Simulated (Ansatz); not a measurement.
Relaxation of C2H4ClFO (9 atoms, charge 0, multiplicity 1), to a largest force component of 0.015 eV/Å in at most 40 steps.

Theory: Ansatz 0.2.0, RKS PBE-D4/cc-pVDZ.

```xyz
9
Properties=species:S:1:pos:R:3:forces:R:3
C 0.160 -1.016 -0.739 -1.62 3.00 -2.06
O 0.717 0.225 -0.300 0.21 0.97 0.32
C 0.859 1.158 -1.371 -3.39 0.27 3.86
F 1.662 0.684 -2.216 3.03 -1.71 -3.94
Cl 1.534 2.651 -0.693 0.20 0.70 0.50
H -0.848 -0.745 -1.235 0.71 -0.75 0.40
H 0.799 -1.435 -1.483 0.79 -0.96 -1.01
H 0.009 -1.653 0.073 -0.23 -1.27 1.96
H -0.143 1.438 -1.809 0.32 -0.25 -0.03
```

Question: Where does it end, and by what steps?

Answer: The forces met the threshold. After 7 steps the energy has fallen by 0.531 eV; F4 moved furthest, 0.15 Å.

```tsv
step	energy less start (eV)	largest force component (eV/Å)	accepted
0	0.0000	3.936	yes
1	-0.4146	2.153	yes
2	-0.5168	0.791	yes
3	-0.5193	0.382	yes
4	-0.5299	0.097	yes
5	-0.5305	0.039	yes
6	-0.5306	0.024	yes
7	-0.5307	0.007	yes
```

```xyz
9
Properties=species:S:1:pos:R:3
C 0.118 -0.980 -0.764
O 0.768 0.228 -0.333
C 0.871 1.149 -1.339
F 1.777 0.743 -2.302
Cl 1.453 2.687 -0.607
H -0.899 -0.765 -1.164
H 0.716 -1.499 -1.541
H 0.034 -1.617 0.133
H -0.091 1.362 -1.858
```

Whether the end is a true minimum wasn't checked by a vibrational analysis.

The run took 8.5 s on 2 threads of Intel(R) Xeon(R) Platinum 8488C (Sapphire Rapids) (shared host), peak memory 0.17 GiB.
